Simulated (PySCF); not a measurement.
Species: F₂H₂P₂.
SMILES with atom numbers: `[F:1][P:2]([F:3])[PH2:4]` (hydrogens: H5, H6 on P4)

Method: PBE0-D3(BJ)/def2-SVP geometry optimisation, gas phase (PySCF 2.14.0); density fitting, grid level 1; the optimiser is geomeTRIC in internal coordinates, started from a GFN2-xTB structure with every atom displaced at random (about 0.01 Å).

Step 0: E = -24022.4340 eV
```
atom  x, y, z in Å  |  force x, y, z in eV/Å
F1     -1.5006   -1.0156   -0.8601    0.354   0.269  -0.238
P2     -0.8182    0.4102   -0.4741   -0.895  -0.537   0.277
F3     -1.7152    0.6216    0.8633    0.393   0.259  -0.137
P4      1.0086   -0.4201    0.4832   -0.966  -1.141   0.931
H5      1.4492    0.8643    0.7046    0.529   1.201   0.224
H6      1.6004   -0.4905   -0.7615    0.585  -0.051  -1.057
```

**Question.** Estimate the geometry and energy of step 1. (The exact step hangs on the optimiser's Hessian estimate; all steps are aligned on step 0, rigid shifts and turns removed.)

**Answer.** E = -24022.5290 eV, largest force 0.412 eV/Å
```
atom  x, y, z in Å  |  force x, y, z in eV/Å
F1     -1.4105   -1.0057   -0.9476    0.003   0.259   0.084
P2     -0.8809    0.4435   -0.4391    0.061  -0.329  -0.097
F3     -1.7450    0.5837    0.9132   -0.088   0.014   0.032
P4      0.9594   -0.3871    0.5306    0.204   0.266  -0.240
H5      1.5418    0.9288    0.6649   -0.091  -0.260  -0.019
H6      1.5594   -0.5933   -0.7666   -0.089   0.050   0.240
```

The energy changes by -0.0950 eV. The first-order estimate −F·Δx gives -0.2332 eV and the mean of the old and new forces, exact on a quadratic surface, -0.0872 eV. The step makes an angle of 70° with the force vector and moves no atom by more than 0.126 Å.

The cost below is that of the whole optimisation. Hardware: Arm Neoverse V1, one thread, shared host. Cost: 12 s of wall time, 0.32 GiB resident at most.
